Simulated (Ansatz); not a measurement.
This Ansatz (a first-principles code) input (PBE0/6-31+G*) gives -76.33713 Eh with 23 basis functions. A basis named .json is the Basis Set Exchange file of that set (core-valence sets with the plain set on hydrogen).

Ansatz 0.2 input:
```yaml
crystal:
  periodic: [false, false, false]
  atoms:
    - {symbol: O, position_ang: [0.00702152, 0.00134342, 0.11666744]}
    - {symbol: H, position_ang: [-0.04995842, 0.75929218, -0.47415850]}
    - {symbol: H, position_ang: [-0.00621371, -0.77003954, -0.45918106]}
basis:
  gaussian:
    orbitals: 6-31+G_.json
hamiltonian:
  xc: {name: PBE0}
magnetization: {spin_polarized: false}
```

Change:
```diff
- orbitals: 6-31+G_.json
+ orbitals: pcseg-0.json
```

Task: What does the run give now?

Result: -76.09392 Eh (PBE0/pcseg-0, 13 functions), a change of +243.21 mEh.
